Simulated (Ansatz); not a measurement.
A nudged elastic band was laid between two geometries of H3N + H4OSi (10 atoms, charge 0, multiplicity 1).

The calculation used RKS PBE-D4/def2-SVP (Ansatz 0.2.0).

* movable images: 5
* climbing image: yes
* spring: 5.0 eV/Å²
* optimiser: quadratic models (default)
* start path: through a guess of the saddle point
* force threshold: 0.05 eV/Å
* iteration limit: 60
* end points: relaxed

Image 0:

```xyz
10
Properties=species:S:1:pos:R:3
Si -0.210 0.242 0.015
O -0.173 0.188 1.704
H -1.045 0.240 2.134
H 1.204 0.435 -0.435
H -1.047 1.406 -0.453
H -0.786 -1.007 -0.603
N 1.540 -2.393 1.347
H 0.904 -2.766 0.630
H 2.262 -1.877 0.826
H 0.999 -1.669 1.843
```

Image 6:

```xyz
10
Properties=species:S:1:pos:R:3
Si 0.376 -0.323 -0.387
O -0.492 -0.215 2.658
H -1.316 -0.719 2.523
H 0.845 -0.438 -1.821
H 0.648 1.072 0.081
H -1.086 -0.665 -0.372
N 1.198 -1.440 0.720
H 1.112 -2.439 0.498
H 2.189 -1.236 0.894
H 0.175 -0.798 2.215
```

**Question.** Which bonds break or form, and what moves?

**Answer.** Bonds broken: Si1–O2, N7–H10. Bonds formed: Si1–N7, O2–H10. H3N + H4OSi becomes H2O + H5NSi.

**Question.** What energy profile does the band end with?

**Answer.** The forces met the threshold. The highest image is number 3 of 0 to 6, 22.4 kcal/mol above the first end and 17.4 kcal/mol above the last; the last end lies 5.1 kcal/mol above the first. A vibrational analysis at the climbing image gives one clearly imaginary mode, 793i cm⁻¹: a first-order saddle point. The orbitals stay closed-shell, which can raise the energy where a bond breaks towards radicals; this wasn't checked here.

| image | path coordinate (Å) | energy (kcal/mol) | Si1–O2 (Å) | N7–H10 (Å) | Si1–N7 (Å) |
| --- | --- | --- | --- | --- | --- |
| 0 | 0.00 | 0.0 | 1.69 | 1.03 | 3.43 |
| 1 | 1.32 | 1.7 | 1.69 | 1.03 | 3.45 |
| 2 | 2.64 | 13.2 | 1.77 | 1.03 | 2.19 |
| 3 | 3.95 | 22.4 | 2.01 | 1.21 | 1.95 |
| 4 | 4.44 | 13.4 | 2.33 | 1.57 | 1.85 |
| 5 | 4.93 | 6.3 | 2.80 | 1.81 | 1.79 |
| 6 | 5.42 | 5.1 | 3.17 | 1.92 | 1.77 |

**Question.** What is the geometry of the highest image?

**Answer.** 
```xyz
10
Properties=species:S:1:pos:R:3
Si 0.118 -0.243 0.012
O -0.449 -0.235 1.936
H -1.348 -0.593 2.054
H 0.767 -0.574 -1.347
H 0.497 1.207 0.128
H -1.299 -0.643 -0.353
N 1.290 -1.448 0.997
H 1.276 -2.421 0.664
H 2.271 -1.140 1.042
H 0.526 -1.111 1.876
```

**Question.** What are the harmonic wavenumbers there?

**Answer.** 793i, 225, 246, 438, 480, 519, 562, 649, 724, 735, 809, 857, 994, 1027, 1081, 1450, 1556, 1851, 1957, 2078, 2161, 3422, 3517, 3725 cm⁻¹.

The run took 4.5 min on 1 thread of Arm Neoverse N1 (shared host), peak memory 0.11 GiB.
